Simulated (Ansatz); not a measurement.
A run of Ansatz (development build ahead of 0.2.0) on doublet C2H3 at this shape:

```xyz
5

C     0.0054   -0.0592   -0.5924
C    -0.0044   -0.0484    0.7314
H    -0.0079    0.6822    1.5338
H    -0.0056   -0.9811   -1.1587
H    -0.0055    0.8851   -1.1662
```

Its results:

```
Converged                       : yes
Reference energy                : -77.39814 hartree
Correlation energy              : -0.22862 hartree
Total energy                    : -77.62675 hartree
Spin squared of the determinant : 0.984
```

Question: Which input gives this output? Name the method, the orbitals and the basis set, and write the input.

Answer: UHF-MP2 in cc-pVDZ.

```yaml
crystal:
  periodic: [false, false, false]
  atoms:
    - { symbol: C, position_ang: [0.00539, -0.05923, -0.5924] }
    - { symbol: C, position_ang: [-0.00436, -0.04837, 0.73143] }
    - { symbol: H, position_ang: [-0.00794, 0.68218, 1.53383] }
    - { symbol: H, position_ang: [-0.00565, -0.98107, -1.1587] }
    - { symbol: H, position_ang: [-0.00551, 0.88515, -1.16618] }
basis:
  gaussian: { orbitals: cc-pVDZ }
magnetization:
  spin_polarized: true
  initial_magnetization: 1
hamiltonian:
  xc: hf
correlation:
  method: mp2
  frozen_orbitals: { C: 1, H: 0 }
```

Caution: the unrestricted determinant is spin contaminated.
